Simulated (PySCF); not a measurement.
Species: N2O.
Atom-mapped SMILES: `[N:1]#[N+:2][O-:3]`

Level: CAM-B3LYP/def2-SVPD in PySCF, non-relativistic, on one gas-phase PBE0-D3(BJ)/def2-SVP geometry that isn't relaxed in the solvent. The solvent is an IEF-PCM continuum (cavity from Bondi-type radii × 1.2), and excitations are vertical TDDFT with non-equilibrium linear response and a frozen core. Specific hydrogen bonds and non-electrostatic terms are outside this model.

Gas-phase singlets (H = HOMO, L = LUMO):

```
state  E (eV)  λ (nm)      f  leading configuration
   S1   6.585     188  0.000              H-1→L 47%
   S2   6.985     178  0.000              H→L+1 47%
   S3   6.985     178  0.000            H-1→L+1 47%
   S4   9.019     137  0.000              H→L+2 97%
   S5   9.019     137  0.000            H-1→L+2 97%
```

Problem. Give the list for chloroform (ε = 4.711), n² = 2.09.

Solution. 
```csv
state,E (eV),λ (nm),f,leading configuration,change by rank (eV)
S1,6.593,188,0.000,H→L 49%,+0.008
S2,6.980,178,0.000,H→L+1 47%,-0.005
S3,6.980,178,0.000,H-1→L+1 47%,-0.005
S4,9.079,137,0.000,H→L+2 90%,+0.060
S5,9.079,137,0.000,H-1→L+2 90%,+0.060
```

Problem. Give the list for acetone (ε = 20.49), n² = 1.85.

Solution. 
```
state  E (eV)  λ (nm)      f  leading configuration  change by rank (eV)
   S1   6.595     188  0.000                H→L 49%               +0.010
   S2   6.982     178  0.000            H-1→L+1 48%               -0.003
   S3   6.982     178  0.000              H→L+1 48%               -0.003
   S4   9.108     136  0.000              H→L+2 87%               +0.089
   S5   9.108     136  0.000            H-1→L+2 87%               +0.089
```

Problem. How do the frontier levels move from gas to acetone?

Solution. 
```json
{"orbital": "LUMO+2", "gas (eV)": "1.89", "solvent (eV)": "2.12", "change (eV)": "+0.23", "Löwdin shares, gas": "O3 51 %, N2 28 %, N1 22 %", "Löwdin shares, solvent": "O3 52 %, N2 26 %, N1 22 %"}
{"orbital": "LUMO+1", "gas (eV)": "0.74", "solvent (eV)": "0.90", "change (eV)": "+0.16", "Löwdin shares, gas": "N1 42 %, N2 34 %, O3 24 %", "Löwdin shares, solvent": "N1 42 %, N2 34 %, O3 24 %"}
{"orbital": "LUMO", "gas (eV)": "0.74", "solvent (eV)": "0.90", "change (eV)": "+0.16", "Löwdin shares, gas": "N1 42 %, N2 34 %, O3 24 %", "Löwdin shares, solvent": "N1 42 %, N2 34 %, O3 24 %"}
{"orbital": "HOMO", "gas (eV)": "-11.32", "solvent (eV)": "-11.17", "change (eV)": "+0.15", "Löwdin shares, gas": "O3 48 %, N1 31 %, N2 20 %", "Löwdin shares, solvent": "O3 48 %, N1 31 %, N2 20 %"}
{"orbital": "HOMO-1", "gas (eV)": "-11.32", "solvent (eV)": "-11.17", "change (eV)": "+0.15", "Löwdin shares, gas": "O3 48 %, N1 31 %, N2 20 %", "Löwdin shares, solvent": "O3 48 %, N1 31 %, N2 20 %"}
{"orbital": "HOMO-2", "gas (eV)": "-15.06", "solvent (eV)": "-14.96", "change (eV)": "+0.10", "Löwdin shares, gas": "N1 79 %, N2 15 %, O3 6 %", "Löwdin shares, solvent": "N1 79 %, N2 15 %, O3 6 %"}
{"orbital": "HOMO-3", "gas (eV)": "-17.87", "solvent (eV)": "-17.65", "change (eV)": "+0.22", "Löwdin shares, gas": "N2 48 %, O3 31 %, N1 21 %", "Löwdin shares, solvent": "N2 48 %, O3 31 %, N1 21 %"}
```

The HOMO–LUMO gap goes from 12.07 to 12.07 eV. Shares within a degenerate set are those of one arbitrary member.

The run took 1.3 s of wall time on one thread of an Intel Xeon Platinum 8375C at 2.90 GHz, no GPU, on a shared host, and the process peaked at 0.30 GiB of memory. This is the whole response run at CAM-B3LYP/def2-SVPD in acetone, SCF included.
